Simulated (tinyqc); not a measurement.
Orbital energy against energy difference: ionisation energy by orbital energies and by energy differences in the 6-31g basis, for H2O, spin multiplicity 1. Computed by the program tinyqc with PySCF. The cation is unrestricted; errors are against CCSD(T) in this basis, not against experiment.

Geometry (angstrom):
```
atom       x        y       z
O     0.0000   0.0000  0.0000
H     0.0000   0.6990  0.5920
H     0.0000  -0.6990  0.5920
```

CCSD(T) difference in the same basis = 12.0830 eV

IP-EOM-CCSD = 11.8521 eV

First vertical ionisation energy (eV):
```
method     -e(HOMO)  E(cation) - E  error of -e(HOMO)  error of the difference
HF          13.7723      11.197100             1.6893                  -0.8859
LDA          6.4090      12.929837            -5.6739                   0.8469
PBE          6.3255      12.607197            -5.7575                   0.5242
B3LYP        8.0833      12.668419            -3.9997                   0.5854
CAM-B3LYP    9.9780      12.660570            -2.1050                   0.5776
LC-wPBE     11.4158      12.693751            -0.6671                   0.6108
```

Estimate the missing row, method = PBE0.

Computed row:
```
method  -e(HOMO)  E(cation) - E  error of -e(HOMO)  error of the difference
PBE0      8.4493      12.552152            -3.6337                   0.4692
```

Koopmans errs by +1.69 eV and Delta-HF by -0.89 eV: relaxation, 2.58 eV, lowers the value and the missing correlation difference works against it. The PBE level is off by -5.8 eV through the wrong tail of its potential, though its energy difference is off by +0.52 eV; exact exchange deepens the level, and among the orbital energies LC-wPBE comes closest; among the differences PBE0 does.
